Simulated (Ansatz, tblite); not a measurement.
# The cluster AlCl3: one state, many levels

One table from this session's results is given with a row withheld; the runs are named, their logs left out.

Computed with Ansatz 0.2.0, Gaussian basis. Level: as each input shows.

Plan: GFN1-xTB, GFN2-xTB, PBE-D4/def2-TZVP, r2SCAN-D4/def2-TZVP, BLYP-D4/def2-TZVP, ωB97M-V/def2-TZVP, HSE06-D4/def2-TZVP, revPBE-D4/def2-TZVP, B2PLYP/def2-TZVP, PBE-D4/def2-SVP, PBE0-D4/def2-SVP, HF/6-31G, B3LYP-D4/6-31G, PBE0-D4/def2-TZVPD, PBE-D4/def2-TZVPD, r2SCAN-D4/def2-TZVPD, CCSD(T)/def2-TZVPP, MP2/def2-TZVP, RPA/def2-TZVP.

**The structure**

The geometry is that of the singlet, from an earlier relaxation (B3LYP-D4/def2-TZVP). At that level it is the lowest of the isomers that a small search found.

4 atoms, charge 0, spin multiplicity 1.

Bond lengths: Al1–Cl2 2.078 Å, Al1–Cl3 2.078 Å, Al1–Cl4 2.078 Å. Angles: Cl2–Al1–Cl3 120.0°, Cl2–Al1–Cl4 120.0°, Cl3–Al1–Cl4 120.0°.

As a file:

```mol
AlCl3
  3D, bonds by distance, orders not assigned

  4  3  0  0  0  0  0  0  0  0999 V2000
   -0.0000    0.0000    0.0000 Al  0  0
   -1.9322   -0.5987    0.4738 Cl  0  0
    1.4782   -0.0101    1.4600 Cl  0  0
    0.4541    0.6088   -1.9338 Cl  0  0
  1  2  8  0
  1  3  8  0
  1  4  8  0
M  END
```

PBE0-D4/def2-TZVP was run before; its log isn't repeated, and its numbers join the tables.

Set-up of the first run:

Tight binding, by tblite at 300 K electronic temperature and without a spin-polarisation term:

```python
tblite.interface.Calculator('GFN1-xTB', numbers, positions, charge=0, uhf=0).singlepoint()
```

Tight binding, by tblite at 300 K electronic temperature and without a spin-polarisation term:

```python
tblite.interface.Calculator('GFN2-xTB', numbers, positions, charge=0, uhf=0).singlepoint()
```

start.molden holds the orbitals of an earlier run on this state, given as this run's starting guess.

File in.yaml:

```yaml
crystal:
  periodic: [false, false, false]
  atoms:
    - {symbol: Al, position_ang: [-0.000015, 0.000007, 0.000022]}
    - {symbol: Cl, position_ang: [-1.932212, -0.598736, 0.473846]}
    - {symbol: Cl, position_ang: [1.478150, -0.010081, 1.459970]}
    - {symbol: Cl, position_ang: [0.454078, 0.608810, -1.933828]}
basis:
  gaussian: {orbitals: def2-TZVP, initial_orbitals: start.molden}
hamiltonian: {xc: pbe, dispersion: d4}
scf: {omitted_lower_state_checks: [starts]}
output: {orbitals: {seedname: orbitals}}
```

Started as:

```console
$ ansatz run in.yaml --threads 2 --pin off --events-out ev --progress --plain --max-ram 4352MiB
```

Steps of the session up to this table: PBE-D4/def2-TZVP; r2SCAN-D4/def2-TZVP; BLYP-D4/def2-TZVP; ωB97M-V/def2-TZVP; HSE06-D4/def2-TZVP; revPBE-D4/def2-TZVP; B2PLYP/def2-TZVP; PBE-D4/def2-SVP; PBE0-D4/def2-SVP; HF/6-31G; B3LYP-D4/6-31G; PBE0-D4/def2-TZVPD; PBE-D4/def2-TZVPD; r2SCAN-D4/def2-TZVPD; CCSD(T)/def2-TZVPP; MP2/def2-TZVP; RPA/def2-TZVP.

One table of the session follows, with a row left open; its other results are not shown here.

It belongs to the step «Levels side by side». 

```
               level  HOMO (eV)  gap (eV)
            HF/6-31G     -13.18     14.00
     PBE-D4/def2-SVP      -7.77      5.80
    PBE-D4/def2-TZVP      -7.96      5.77
   PBE-D4/def2-TZVPD      -8.02      5.67
 revPBE-D4/def2-TZVP          ?         ?
   BLYP-D4/def2-TZVP      -7.77      5.67
 r2SCAN-D4/def2-TZVP      -8.34      6.59
r2SCAN-D4/def2-TZVPD      -8.36      6.49
      B3LYP-D4/6-31G      -9.39      7.04
    PBE0-D4/def2-SVP      -9.25      8.10
   PBE0-D4/def2-TZVP      -9.38      8.05
  PBE0-D4/def2-TZVPD      -9.42      7.88
  HSE06-D4/def2-TZVP      -8.98      7.27
   ωB97M-V/def2-TZVP     -11.62     12.06
```

Estimate the missing values for revPBE-D4/def2-TZVP.

As computed: HOMO (eV): -7.90; gap (eV): 5.87. In the column «HOMO (eV)» it lies between PBE-D4/def2-TZVP (-7.96) and PBE-D4/def2-SVP (-7.77).
